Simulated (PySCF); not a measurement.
Potential energy curve for SMILES CC=C (C3H6). The C1–H9 bond (C1 also carries C, H, H; H9 carries nothing else) is pulled apart rigidly from the PBE0/def2-TZVP optimised geometry.

Levels: UKS-BHandHLYP = PySCF with unrestricted BHandHLYP/cc-pVDZ; UKS-PBE0 = unrestricted PBE0/cc-pVDZ (PySCF); RKS-BHandHLYP = restricted BHandHLYP/cc-pVDZ in PySCF 2.14.0.

Magnitude of the dipole moment (D; its direction can reverse along the curve, and a method can change to another solution) and Mulliken charge of the fragment that holds C1:

```tsv
R / Å	μ UKS-BHandHLYP	q UKS-BHandHLYP	μ UKS-PBE0	q UKS-PBE0	μ RKS-BHandHLYP	q RKS-BHandHLYP
0.88	0.42	0.06	0.44	0.05	0.42	0.06
0.94	0.41	0.03	0.44	0.01	0.41	0.03
0.98	0.40	0.01	0.43	0.00	0.40	0.01
1.02	0.40	0.00	0.42	-0.02	0.40	0.00
1.06	0.40	-0.02	0.42	-0.03	0.40	-0.02
1.09	0.39	-0.02	0.42	-0.04	0.39	-0.02
1.13	0.39	-0.03	0.41	-0.05	0.39	-0.03
1.16	0.39	-0.04	0.41	-0.05	0.39	-0.04
1.20	0.40	-0.04	0.41	-0.05	0.40	-0.04
1.27	0.41	-0.04	0.42	-0.06	0.41	-0.04
1.36	0.46	-0.04	0.45	-0.05	0.46	-0.04
1.47	0.55	-0.03	0.52	-0.04	0.55	-0.03
1.63	0.74	-0.01	0.68	-0.02	0.74	-0.01
1.78	0.96	0.02	0.87	0.00	0.96	0.02
1.94	1.13	0.04	1.10	0.03	1.22	0.05
2.16	1.15	0.04	1.17	0.03	1.60	0.08
2.42	1.07	0.03	1.05	0.02	2.04	0.12
2.70	0.94	0.02	0.90	0.01	2.48	0.14
2.92	0.86	0.01	0.83	0.01	2.79	0.15
3.29	0.78	0.00	0.76	0.00	3.24	0.16
3.78	0.73	0.00	0.74	0.00	3.70	0.16
```

The unrestricted determinant behind UKS-BHandHLYP is spin-contaminated at 1.94 to 3.78 Å (<S²> up to 1.0, against 0.00 for a pure singlet). The unrestricted determinant behind UKS-PBE0 is spin-contaminated at 2.16 to 3.78 Å (<S²> up to 1.0, against 0.00 for a pure singlet). At the longest distance RKS-BHandHLYP leaves fractional charges on the fragments, a sign of delocalisation error or of the restricted form. The restricted form behind RKS-BHandHLYP keeps the bonding electrons paired and can't separate into open-shell fragments.
